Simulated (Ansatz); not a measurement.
Compare A (`OC1=C(CCl)C1`) with its isomer B (`CC=C=C(O)Cl`).

Program: Ansatz. Geometries: PBE0-D4/def2-TZVP. ΔE: electronic, gas phase. CCSD(T)/CBS adds triple-zeta CCSD(T) − MP2 to the extrapolated MP2 energy (def2 sets, frozen cores). DFT in def2-TZVPP. B3LYP here is the variant with VWN-RPA as its local correlation; programs differ in this. Each species was taken in one conformer, which may not be the lowest.

Q: Which is lower in electronic energy at CCSD(T)/CBS, and by how much? (Best estimate.)

A: Computed: B, by 16.7 kcal/mol.

Q: Give E(B) − E(A) in kcal/mol with B3LYP, B3LYP-D4, CCSD/def2-TZVPP, MP2/def2-TZVPP, B2PLYP, r2SCAN-D4, PBE0-D4. (Estimate.)

A: The calculation gave: B3LYP -18.9, B3LYP-D4 -18.7, CCSD/def2-TZVPP -16.3, MP2/def2-TZVPP -14.1, B2PLYP -17.6, r2SCAN-D4 -17.1, PBE0-D4 -14.0. None reverses the order clearly.

Largest T1 diagnostic: 0.012.

From PBE to PBE0 (25 % exact exchange), in def2-TZVPP and without D4, E(B) − E(A) moves by +1.9 kcal/mol.
